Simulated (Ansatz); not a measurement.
## HN–CH$_{2}$, singlet: vertical spin and charge gaps

Geometry (PBE0/def2-TZVP stationary point for this spin, not checked as a minimum):

```xyz
5

N     0.0000   -0.1232   -0.6250
C     0.0000    0.0600    0.6223
H     0.0000   -0.8099    1.2818
H     0.0000    1.0402    1.1129
H     0.0000    0.7666   -1.1253
```

Basis cc-pVTZ; Ansatz 0.2.0. Correlated methods freeze the noble-gas cores. Prefix R: restricted or restricted open-shell reference; prefix U: unrestricted. Active spaces: valence = (12e, 11o) chosen from the atoms' valence shells.

Gaps are energies of the second state less the first, at fixed atoms, for a selection of the levels run; each method lands on the state that its own search finds for that charge and spin.

Unrestricted rows (U, and Kohn–Sham where it breaks symmetry) aren't spin-pure: their determinants' ⟨S²⟩ exceeds S(S+1) by up to 0.12, so they mix in states of higher spin. A value is left out where its run failed or describes another state than the reference as far as symmetry and spin tell, or, spin-broken singlets apart, can't be checked.

Removing an electron, to the doublet: 10.557 eV at UCCSDT(Q).

```json
{"level": "RHF", "gap (eV)": "9.496", "error (meV)": "-1061", "⟨S²⟩ where 0.1 over S(S+1) (first / second)": "– / –"}
{"level": "UHF", "gap (eV)": "9.270", "error (meV)": "-1287", "⟨S²⟩ where 0.1 over S(S+1) (first / second)": "– / 0.87"}
{"level": "RMP2", "gap (eV)": "10.820", "error (meV)": "263", "⟨S²⟩ where 0.1 over S(S+1) (first / second)": "– / –"}
{"level": "UMP2", "gap (eV)": "10.938", "error (meV)": "381", "⟨S²⟩ where 0.1 over S(S+1) (first / second)": "– / 0.87"}
{"level": "RCCSD", "gap (eV)": "10.527", "error (meV)": "-30", "⟨S²⟩ where 0.1 over S(S+1) (first / second)": "– / –"}
{"level": "UCCSD", "gap (eV)": "10.525", "error (meV)": "-32", "⟨S²⟩ where 0.1 over S(S+1) (first / second)": "– / 0.87"}
{"level": "RCCSD(T)", "gap (eV)": "10.576", "error (meV)": "19", "⟨S²⟩ where 0.1 over S(S+1) (first / second)": "– / –"}
{"level": "UCCSD(T)", "gap (eV)": "10.585", "error (meV)": "28", "⟨S²⟩ where 0.1 over S(S+1) (first / second)": "– / 0.87"}
{"level": "BCCD(T)", "gap (eV)": "10.574", "error (meV)": "17", "⟨S²⟩ where 0.1 over S(S+1) (first / second)": "– / –"}
{"level": "RCCSDT", "gap (eV)": "10.555", "error (meV)": "-2", "⟨S²⟩ where 0.1 over S(S+1) (first / second)": "– / –"}
{"level": "UCCSDT", "gap (eV)": "10.555", "error (meV)": "-2", "⟨S²⟩ where 0.1 over S(S+1) (first / second)": "– / 0.87"}
{"level": "RCCSDT(Q)", "gap (eV)": "10.561", "error (meV)": "4", "⟨S²⟩ where 0.1 over S(S+1) (first / second)": "– / –"}
{"level": "CASSCF (valence space)", "gap (eV)": "9.393", "error (meV)": "-1164", "⟨S²⟩ where 0.1 over S(S+1) (first / second)": "– / –"}
{"level": "NEVPT2 (valence space)", "gap (eV)": "10.397", "error (meV)": "-160", "⟨S²⟩ where 0.1 over S(S+1) (first / second)": "– / –"}
{"level": "PBE", "gap (eV)": "10.427", "error (meV)": "-130", "⟨S²⟩ where 0.1 over S(S+1) (first / second)": "– / –"}
{"level": "r2SCAN", "gap (eV)": "10.400", "error (meV)": "-157", "⟨S²⟩ where 0.1 over S(S+1) (first / second)": "– / –"}
{"level": "PBE0", "gap (eV)": "10.488", "error (meV)": "-69", "⟨S²⟩ where 0.1 over S(S+1) (first / second)": "– / –"}
{"level": "B3LYP", "gap (eV)": "10.591", "error (meV)": "34", "⟨S²⟩ where 0.1 over S(S+1) (first / second)": "– / –"}
{"level": "wB97M-V", "gap (eV)": "10.590", "error (meV)": "33", "⟨S²⟩ where 0.1 over S(S+1) (first / second)": "– / –"}
{"level": "B2PLYP", "gap (eV)": "10.576", "error (meV)": "19", "⟨S²⟩ where 0.1 over S(S+1) (first / second)": "– / –"}
{"level": "RPA-PBE", "gap (eV)": "10.829", "error (meV)": "272", "⟨S²⟩ where 0.1 over S(S+1) (first / second)": "– / –"}
```

Full CI isn't at hand for all of this; UCCSDT(Q) serves as the reference, and is uncertain by the last step of the cluster series or more. The frozen core follows each run's orbitals, which can shift R against U totals by a few meV.
